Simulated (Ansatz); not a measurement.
Compare A (`CC(=O)C1CC1`) with its isomer B (`C=C(C)C(C)=O`).

Computed with Ansatz on PBE0-D4/def2-TZVP structures; ΔE is electronic, products minus reactants. CCSD(T)/CBS adds triple-zeta CCSD(T) − MP2 to the extrapolated MP2 energy (def2 sets, frozen cores). Functionals use def2-TZVPP. B3LYP here is the variant with VWN-RPA as its local correlation; programs differ in this. Each species was taken in one conformer, which may not be the lowest.

Which is lower in electronic energy at CCSD(T)/CBS, and by how much? (Best estimate.)

The calculation gave: B, by 7.0 kcal/mol.

Give E(B) − E(A) in kcal/mol with B2PLYP, CCSD(T)/def2-TZVPP, PBE-D4, B3LYP, r2SCAN-D4, ωB97M-V, HF/def2-TZVPP. (Best estimate.)

Ansatz gave: B2PLYP -7.0, CCSD(T)/def2-TZVPP -6.6, PBE-D4 -4.5, B3LYP -7.7, r2SCAN-D4 -4.7, ωB97M-V -4.7, HF/def2-TZVPP -8.0. None reverses the order clearly.

Largest T1 diagnostic: 0.013.

From PBE to PBE0 (25 % exact exchange), in def2-TZVPP and without D4, E(B) − E(A) moves by +1.6 kcal/mol. In def2-TZVPP, CCSD(T) changes the Hartree–Fock value by +1.3 kcal/mol (the triples alone add −0.5 kcal/mol) and MP2 by +3.8 kcal/mol.
